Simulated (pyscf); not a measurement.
Thermochemistry of product channels of `[Cl][SiH2][Cl]` + `[Cl]` [doublet] on the doublet surface, in kcal/mol, from ωB97M-D3(BJ)/def2-TZVP energies (ideal gas, 1 atm, RRHO with modes under 100 cm⁻¹ raised to 100, one conformer, R ln 2 for rigid chiral ones). Single points on ωB97X-D3(BJ)/def2-SVP structures (PySCF, gas phase).

```tsv
products	ΔE	ΔH(298 K)	ΔG(298 K)	ΔG(600 K)
`[Cl][Si]([Cl])[Cl]` [doublet] + `[H][H]`	-27.7	-30.1	-30.4	-31.1
`[Cl][Si][Cl]` [singlet] + `[ClH]` + `[H]` [doublet]	+39.0	+34.0	+24.2	+13.9
`[Cl][Cl]` + `[SiH][Cl]` [singlet] + `[H]` [doublet]	+115.5	+109.6	+99.4	?
`[Cl][Cl]` + `[SiH2][Cl]` [doublet]	+54.5	+52.9	+50.1	+47.3
`[Cl][SiH][Cl]` [doublet] + `[ClH]`	?	-10.8	-13.5	?
`[Cl][SiH]([Cl])[Cl]` + `[H]` [doublet]	-16.4	-19.8	-18.6	-17.7
```

Problem. Some entries are withheld; supply them.

Solution. 
- `[Cl][Cl]` + `[SiH][Cl]` [singlet] + `[H]` [doublet], ΔG(600 K): +88.8
- `[Cl][SiH][Cl]` [doublet] + `[ClH]`, ΔE: -9.6
- `[Cl][SiH][Cl]` [doublet] + `[ClH]`, ΔG(600 K): -16.2

The channel to Cl–Si:–Cl [singlet] + HCl + H• turns favourable between 298 and 1200 K (ΔG from +24.2 kcal/mol to -6.7 kcal/mol).

These are energies of the channels, which say nothing of barriers. Left out: orbital degeneracy and the spin-orbit lowering of Cl.
